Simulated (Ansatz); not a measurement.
Ba, bcc: how the functional moves the structure

All rows: Ansatz, plane waves with scalar-relativistic PAW, 420 eV (500 eV for the SCAN forms), relaxed under each functional, no dispersion correction, no zero-point motion. B₀ comes from uniform scaling at fixed shape; a dash is a value not given.

The measured cell (COD entry 9008528) has a = 5.000 Å, 62.50 Å³/atom.

| functional | V (Å³/atom) | cell | B₀ (GPa) | magnetic state |
| --- | --- | --- | --- | --- |
| PBE | 63.44 | a = 5.025 Å | 9 | spin not included |
| r²SCAN | 65.30 | a = 5.074 Å | 8 | spin not included |
| PBEsol | 58.01 | a = 4.877 Å | 9 | spin not included |
| LDA | 53.85 | a = 4.758 Å | 10 | spin not included |
| revPBE | 67.11 | a = 5.120 Å | 8 | spin not included |
| RPBE | 68.34 | a = 5.151 Å | 8 | spin not included |
| BLYP | 66.44 | a = 5.103 Å | 8 | spin not included |

LDA gives the smallest volume and RPBE the largest.
